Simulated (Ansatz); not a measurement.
A calculation with Ansatz (development build ahead of 0.2.0).

```yaml
crystal:
  periodic: [false, false, false]
  atoms:
    - { symbol: H, position_ang: [-0.00767, -0.00977, -1.52359] }
    - { symbol: C, position_ang: [-0.002, -0.08879, -0.48795] }
    - { symbol: C, position_ang: [0.01602, 0.03802, 0.83062] }
basis:
  gaussian: { orbitals: STO-3G }
magnetization:
  spin_polarized: true
  initial_magnetization: 1
hamiltonian:
  xc: hf
correlation:
  method: mp2
  frozen_orbitals: { C: 1, H: 0 }
```

The input is written out in the form of the current development build from the run's settings.

Output:

```yaml
Converged: yes
Reference_energy: -75.18402 hartree
Correlation_energy: -0.06266 hartree
Total_energy: -75.24669 hartree
Spin_squared_of_the_determinant: 1.801
```

Caution: bonds are stretched, where a single reference can fail; the unrestricted determinant is a mixture of spin states.
